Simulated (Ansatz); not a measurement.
Reaction (isomerisation): `FCC#CCF` → `CC#CC(F)F`

Program: Ansatz. Geometries: PBE0-D4/def2-TZVP. ΔE: electronic, gas phase. CBS: MP2 limit from def2 TZ/QZ plus the TZ coupled-cluster correction, frozen cores. Functionals use def2-TZVPP. B3LYP here is the variant with VWN-RPA as its local correlation; programs differ in this. HSE06 is defined as in plane-wave codes.

```tsv
level	ΔE (kJ/mol)	difference from CCSD(T)/CBS
LDA (SPW92)	-54.6	-7.3
PBE-D4	-47.4	-0.1
BLYP-D4	-43.1	4.2
B3LYP-D4	-44.5	2.8
r2SCANh-D4	-51.5	-4.2
HSE06-D4	-48.4	-1.1
CAM-B3LYP-D4	-47.0	0.3
BLYP	-42.3	5.0
r2SCAN	-51.4	-4.1
r2SCANh	-51.4	-4.1
HSE06	-48.2	-0.9
CAM-B3LYP	-46.7	0.6
RPA@PBE/def2-TZVPP	-45.1	2.2
CCSD(T)/def2-SVP	-57.7	-10.4
HF/def2-TZVPP	-45.2	2.1
MP2/CBS(def2)	-49.6	-2.3
CCSD(T)/CBS	-47.3	0
```

Largest T1 diagnostic among the species: 0.012.

Leaving LDA and LC-ωPBE aside and taking each functional with its dispersion term where it has one, the values, not all of them listed here, spread over 8.5 kJ/mol, from r2SCAN0-D4 to BLYP-D4. LDA lies −7.5 kJ/mol from PBE without D4. In def2-TZVPP, CCSD(T) changes the Hartree–Fock value by −3.5 kJ/mol (the triples alone add −1.0 kJ/mol) and MP2 by −5.8 kJ/mol.
